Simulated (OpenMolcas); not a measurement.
# AlB at 2.041 Å: OpenMolcas input and output

Input (each module block was a call of its own in one work directory; start orbitals came from a preliminary run):

```
&GATEWAY
Coord
2
angstrom
Al 0.0 0.0 0.0
B 0.0 0.0 2.0410
Basis=ANO-RCC-VTZP
Group=XY
RX2C
AMFI
ANGMom
0.0 0.0 0.0
RICD
&SEWARD
&GUESSORB
* RASSCF and CASPT2 blocks for each multiplicity and irrep, as for the first:
&RASSCF
FileOrb=$CurrDir/o31.orb
Symmetry=1
Spin=3
nActEl=6 0 0
Inactive=4 2
RAS2=4 4
CIRoot=5 5 1
Linear
Iterations=120 100
OrbListing=Nothing
PRWF=0.15
>>COPY $Project.RasOrb $CurrDir/o31.orb
>>COPY $Project.rasscf.h5 $CurrDir/r31.h5
&CASPT2
XMultistate=all
Imaginary=0.2
IPEA=0.25
MaxIter=40
>>COPY $Project.JobMix JOB001
&RASSI
Nr of JobIphs=5 5 6 5 1 2
1 2 3 4 5
1 2 3 4 5 6
1 2 3 4 5
1
1 2
SpinOrbit
EJob
Omega
MEES
MESO
Properties=4
'AngMom' 3 'Mltpl  1' 1 'Mltpl  1' 2 'Mltpl  1' 3
Thrs=1.0d-4
>>COPY $Project.rassi.h5 $CurrDir/so.h5
```

```bash
pymolcas m.inp
```

C2 symmetry about the axis (a holds Σ, Δ, Γ; b holds Π, Φ, H; Σ⁺ and Σ⁻ are not told apart); roots by multiplicity and irrep: 3a 5, 3b 6, 1a 5, 5a 1, 1b 2.

RASSI part of the output, in excerpt:

```
SPIN-FREE ENERGIES:
  (Shifted by EMIN (a.u.) =       -267.2014896662)
 SF State       Relative EMIN(au)   Rel lowest level(eV)    D:o, cm**(-1)      Abs_M
     1             0.0000000000        0.0000000000              0.0000         0.0
     6             0.0089141707        0.2425669414           1956.4343         1.0
     7             0.0089141707        0.2425669414           1956.4343         1.0
    12             0.0203793597        0.5545506295           4472.7525         2.0
    13             0.0205427832        0.5589976075           4508.6198         2.0
    14             0.0291838815        0.7941338721           6405.1216         0.0
    18             0.0334820343        0.9110925672           7348.4571         1.0
    19             0.0334820343        0.9110925672           7348.4571         1.0
    17             0.0413546653        1.1253177715           9076.2999         0.0
    15             0.0530622258        1.4438967200          11645.8124         0.0
     2             0.0807445446        2.1971709891          17721.3792         2.0
     3             0.0807627785        2.1976671588          17725.3810         2.0
     4             0.0850812205        2.3151779540          18673.1695         0.0
    16             0.0853524785        2.3225592596          18732.7038         0.0
     5             0.0909118290        2.4738368941          19952.8402         0.0
     9             0.0914016870        2.4871666086          20060.3516         1.0
     8             0.0914016870        2.4871666086          20060.3516         1.0
    10             0.1073831405        2.9220441117          23567.8752         1.0
    11             0.1073831405        2.9220441117          23567.8752         1.0
++ Dipole transition strengths (spin-free states):
     for osc. strength at least  1.00000000E-05
      From   To        Osc. strength     Einstein coefficients Ax, Ay, Az (sec-1)    Total A (sec-1)
         1    6       6.30453737E-04  1.60957884E+03  5.09347398E-02  0.00000000E+00  1.60962977E+03
         1    7       6.30451924E-04  5.09312458E-02  1.60957421E+03  0.00000000E+00  1.60962515E+03
         1    4       2.35733511E-04  0.00000000E+00  0.00000000E+00  5.48276499E+04  5.48276499E+04
         1    9       1.16185225E-03  3.04415817E+05  7.45174819E+03  0.00000000E+00  3.11867565E+05
         1    8       1.16184289E-03  7.45176016E+03  3.04413293E+05  0.00000000E+00  3.11865053E+05
         1   10       1.15720090E-03  2.17074463E+03  4.26567127E+05  0.00000000E+00  4.28737872E+05
         1   11       1.15721675E-03  4.26572975E+05  2.17076743E+03  0.00000000E+00  4.28743743E+05
         6    2       1.85367841E-04  2.89767170E+04  1.75321002E+03  0.00000000E+00  3.07299270E+04
         6    3       1.85359998E-04  1.75526428E+03  2.89889653E+04  0.00000000E+00  3.07442296E+04
         6    4       4.11677690E-04  7.67349543E+04  1.63345599E+00  0.00000000E+00  7.67365878E+04
         6    5       1.29058427E-04  3.59372224E-02  2.78804380E+04  0.00000000E+00  2.78804740E+04
         6    9       4.97753174E-03  0.00000000E+00  0.00000000E+00  1.08818159E+06  1.08818159E+06
         6    8       1.11792118E-04  0.00000000E+00  0.00000000E+00  2.44398493E+04  2.44398493E+04
         6   10       4.79512929E-05  0.00000000E+00  0.00000000E+00  1.49386033E+04  1.49386033E+04
         6   11       1.08673081E-02  0.00000000E+00  0.00000000E+00  3.38556886E+06  3.38556886E+06
         7    2       1.85257113E-04  1.75311538E+03  2.89584553E+04  0.00000000E+00  3.07115707E+04
         7    3       1.85347729E-04  2.89885166E+04  1.75367792E+03  0.00000000E+00  3.07421946E+04
         7    4       4.11818444E-04  1.64520831E+00  7.67611792E+04  0.00000000E+00  7.67628244E+04
         7    5       1.29064168E-04  2.78816773E+04  3.66924761E-02  0.00000000E+00  2.78817140E+04
         7    9       1.11792119E-04  0.00000000E+00  0.00000000E+00  2.44398494E+04  2.44398494E+04
         7    8       4.97753157E-03  0.00000000E+00  0.00000000E+00  1.08818156E+06  1.08818156E+06
         7   10       1.08673078E-02  0.00000000E+00  0.00000000E+00  3.38556878E+06  3.38556878E+06
         7   11       4.79513000E-05  0.00000000E+00  0.00000000E+00  1.49386054E+04  1.49386054E+04
        12   18       7.18876418E-04  3.87756594E+01  3.92660631E+03  0.00000000E+00  3.96538197E+03
        12   19       7.18875575E-04  3.92660587E+03  3.87714516E+01  0.00000000E+00  3.96537732E+03
        13   18       7.09900727E-04  3.78145813E+03  3.73407452E+01  0.00000000E+00  3.81879888E+03
        13   19       7.09920222E-04  3.73410776E+01  3.78156267E+03  0.00000000E+00  3.81890375E+03
        14   18       1.78198706E-05  1.05622732E+01  1.51315466E-02  0.00000000E+00  1.05774048E+01
        14   19       1.78211419E-05  1.51038282E-02  1.05630555E+01  0.00000000E+00  1.05781593E+01
        14   15       3.48278463E-05  0.00000000E+00  0.00000000E+00  6.38037081E+02  6.38037081E+02
        18   15       3.16967336E-03  3.89885765E+04  5.58691250E+01  0.00000000E+00  3.90444456E+04
        18   16       7.01281962E-05  8.64382638E+00  6.05374079E+03  0.00000000E+00  6.06238462E+03
        19   15       3.16964339E-03  5.58809393E+01  3.89881956E+04  0.00000000E+00  3.90440765E+04
        19   16       7.01276696E-05  6.05370017E+03  8.63892830E+00  0.00000000E+00  6.06233910E+03
         2    9       5.80597609E-05  1.81331163E+02  3.05379593E+01  0.00000000E+00  2.11869122E+02
         2    8       5.80823066E-05  3.05354242E+01  1.81415971E+02  0.00000000E+00  2.11951395E+02
         2   10       2.95988393E-04  6.13660112E+02  6.13485499E+03  0.00000000E+00  6.74851510E+03
         2   11       2.96385324E-04  6.14416493E+03  6.13400179E+02  0.00000000E+00  6.75756511E+03
         3    9       5.79686015E-05  3.03742973E+01  1.80438930E+02  0.00000000E+00  2.10813228E+02
         3    8       5.79748167E-05  1.80449800E+02  3.03860306E+01  0.00000000E+00  2.10835831E+02
         3   10       2.95959022E-04  6.12686448E+03  6.11746438E+02  0.00000000E+00  6.73861092E+03
         3   11       2.96009432E-04  6.12790253E+02  6.12696845E+03  0.00000000E+00  6.73975870E+03
         4    9       2.72296545E-05  3.41421224E+01  8.08207445E-01  0.00000000E+00  3.49503298E+01
         4    8       2.72147806E-05  8.08350942E-01  3.41228877E+01  0.00000000E+00  3.49312386E+01
         4   10       2.48441578E-03  2.05322608E+02  3.94973430E+04  0.00000000E+00  3.97026657E+04
         4   11       2.48403279E-03  3.94912378E+04  2.05307450E+02  0.00000000E+00  3.96965452E+04
         5   10       2.57802419E-04  2.23464076E+03  1.26239348E+01  0.00000000E+00  2.24726470E+03
         5   11       2.57807775E-04  1.26258481E+01  2.23468554E+03  0.00000000E+00  2.24731139E+03
         9   11       6.75524970E-05  0.00000000E+00  0.00000000E+00  5.54351005E+02  5.54351005E+02
         8   10       6.75525117E-05  0.00000000E+00  0.00000000E+00  5.54351126E+02  5.54351126E+02
 Electric-quadrupole - electric-quadrupole not included
 Electric-dipole - electric-octupole not included
 Electric-dipole - magnetic-quadrupole not included
   Eigenvalues of complex Hamiltonian:
  (Shifted by EMIN (a.u.) =       -267.2014896662)
 SO State       Relative EMIN(au)   Rel lowest level(eV)    D:o, cm**(-1)      Omega
     1            -0.0000014518        0.0000000000              0.0000         0.0
     2            -0.0000005001        0.0000258981              0.2089         1.0
     3            -0.0000005001        0.0000258982              0.2089         1.0
     4             0.0088515043        0.2409012090           1942.9993         0.0
     5             0.0088518442        0.2409104562           1943.0739         0.0
     6             0.0089141796        0.2426066895           1956.7549         1.0
     7             0.0089141796        0.2426066893           1956.7549         1.0
     8             0.0089756556        0.2442795383           1970.2473         2.0
     9             0.0089756661        0.2442798237           1970.2497         2.0
    10             0.0203800008        0.5546075788           4473.2118         2.0
    11             0.0205434134        0.5590542633           4509.0767         2.0
    12             0.0291843781        0.7941868908           6405.5493         0.0
    13             0.0334821496        0.9111352097           7348.8011         1.0
    14             0.0334821496        0.9111352097           7348.8011         1.0
    15             0.0413543117        1.1253476547           9076.5410         0.0
    16             0.0413543385        1.1253483841           9076.5468         1.0
    17             0.0413543385        1.1253483841           9076.5468         1.0
    18             0.0413544189        1.1253505719           9076.5645         2.0
    19             0.0413544189        1.1253505719           9076.5645         2.0
    20             0.0530622435        1.4439367089          11646.1350         0.0
    21             0.0807095956        2.1962594865          17714.0274         1.0
    22             0.0807095957        2.1962594878          17714.0274         1.0
    23             0.0807443597        2.1972054648          17721.6572         2.0
    24             0.0807625931        2.1977016211          17725.6590         2.0
    25             0.0807974912        2.1986512466          17733.3182         3.0
    26             0.0807974912        2.1986512467          17733.3182         3.0
    27             0.0850807333        2.3152042024          18673.3812         1.0
    28             0.0850807334        2.3152042038          18673.3812         1.0
    29             0.0850812048        2.3152170308          18673.4847         0.0
    30             0.0853492980        2.3225122201          18732.3244         0.0
    31             0.0909027565        2.4736295226          19951.1676         0.0
    32             0.0909063282        2.4737267149          19951.9515         1.0
    33             0.0909063282        2.4737267160          19951.9515         1.0
    34             0.0914003633        2.4871700941          20060.3797         0.0
    35             0.0914022506        2.4872214516          20060.7939         2.0
    36             0.0914022506        2.4872214511          20060.7939         2.0
    37             0.0914080867        2.4873802584          20062.0748         1.0
    38             0.0914080866        2.4873802574          20062.0748         1.0
    39             0.0914126986        2.4875057547          20063.0870         0.0
    40             0.1073354225        2.9207851440          23557.7209         0.0
    41             0.1073357642        2.9207944424          23557.7959         0.0
    42             0.1073836676        2.9220979627          23568.3095         1.0
    43             0.1073836676        2.9220979625          23568.3095         1.0
    44             0.1074328620        2.9234366103          23579.1064         2.0
    45             0.1074328622        2.9234366155          23579.1065         2.0
 Weights of the five most important spin-orbit-free states for each spin-orbit state.
 SO State  Total energy (au)           Spin-free states, spin, and weights
    1        -0.000001       1 1.0  0.9999    7 1.0  0.0000    6 1.0  0.0000   14 0.0  0.0000   15 0.0  0.0000
    2        -0.000001       1 1.0  1.0000    7 1.0  0.0000   19 0.0  0.0000    5 1.0  0.0000    8 1.0  0.0000
    3        -0.000001       1 1.0  1.0000    6 1.0  0.0000   18 0.0  0.0000    5 1.0  0.0000    9 1.0  0.0000
    4         0.008852       6 1.0  0.5000    7 1.0  0.5000   16 0.0  0.0000    5 1.0  0.0000   17 2.0  0.0000
    5         0.008852       6 1.0  0.5000    7 1.0  0.5000    1 1.0  0.0001   15 0.0  0.0000   14 0.0  0.0000
    6         0.008914       7 1.0  1.0000    1 1.0  0.0000   19 0.0  0.0000   17 2.0  0.0000    5 1.0  0.0000
    7         0.008914       6 1.0  1.0000    1 1.0  0.0000   18 0.0  0.0000   17 2.0  0.0000    5 1.0  0.0000
    8         0.008976       6 1.0  0.5000    7 1.0  0.5000   12 0.0  0.0001   17 2.0  0.0000    3 1.0  0.0000
    9         0.008976       7 1.0  0.5000    6 1.0  0.5000   13 0.0  0.0001   17 2.0  0.0000    2 1.0  0.0000
   10         0.020380      12 0.0  0.9999    7 1.0  0.0000    6 1.0  0.0000    3 1.0  0.0000    8 1.0  0.0000
   11         0.020543      13 0.0  0.9999    6 1.0  0.0000    7 1.0  0.0000    2 1.0  0.0000    9 1.0  0.0000
   12         0.029184      14 0.0  1.0000    1 1.0  0.0000    6 1.0  0.0000    7 1.0  0.0000    4 1.0  0.0000
   13         0.033482      19 0.0  1.0000    7 1.0  0.0000    1 1.0  0.0000    4 1.0  0.0000    8 1.0  0.0000
   14         0.033482      18 0.0  1.0000    6 1.0  0.0000    1 1.0  0.0000    4 1.0  0.0000    9 1.0  0.0000
   15         0.041354      17 2.0  1.0000    5 1.0  0.0000   11 1.0  0.0000   10 1.0  0.0000    6 1.0  0.0000
   16         0.041354      17 2.0  1.0000    5 1.0  0.0000   11 1.0  0.0000   10 1.0  0.0000    6 1.0  0.0000
   17         0.041354      17 2.0  1.0000    5 1.0  0.0000   11 1.0  0.0000   10 1.0  0.0000    6 1.0  0.0000
   18         0.041354      17 2.0  1.0000   11 1.0  0.0000   10 1.0  0.0000    6 1.0  0.0000    7 1.0  0.0000
   19         0.041354      17 2.0  1.0000   11 1.0  0.0000   10 1.0  0.0000    6 1.0  0.0000    7 1.0  0.0000
   20         0.053062      15 0.0  1.0000    7 1.0  0.0000    6 1.0  0.0000   11 1.0  0.0000   10 1.0  0.0000
   21         0.080710       2 1.0  0.6037    3 1.0  0.3963   10 1.0  0.0000    8 1.0  0.0000    7 1.0  0.0000
   22         0.080710       2 1.0  0.6037    3 1.0  0.3963   11 1.0  0.0000    9 1.0  0.0000    6 1.0  0.0000
   23         0.080744       2 1.0  1.0000   10 1.0  0.0000   11 1.0  0.0000    9 1.0  0.0000    8 1.0  0.0000
   24         0.080763       3 1.0  1.0000   10 1.0  0.0000   11 1.0  0.0000    8 1.0  0.0000    9 1.0  0.0000
   25         0.080797       3 1.0  0.6037    2 1.0  0.3963
...
```

Only roots inside an energy window near the equilibrium distance were included, so the list of states is not complete; labels number the states computed. Each spin and symmetry block has orbitals of its own, averaged over its own roots, so gaps between blocks are less sure than gaps within one and near the minimum can be off by tenths of an eV, in bad cases by more. No Rydberg orbitals are active, so Rydberg states, and σ→σ* states whose orbital the CASSCF left unused, can be missing between those listed. CASPT2 splits the two components of degenerate states numerically, here by up to 36 cm⁻¹. No roots were computed in block 5b (none fell in the window or the block failed), so states of that kind are missing and can lie low or lowest.
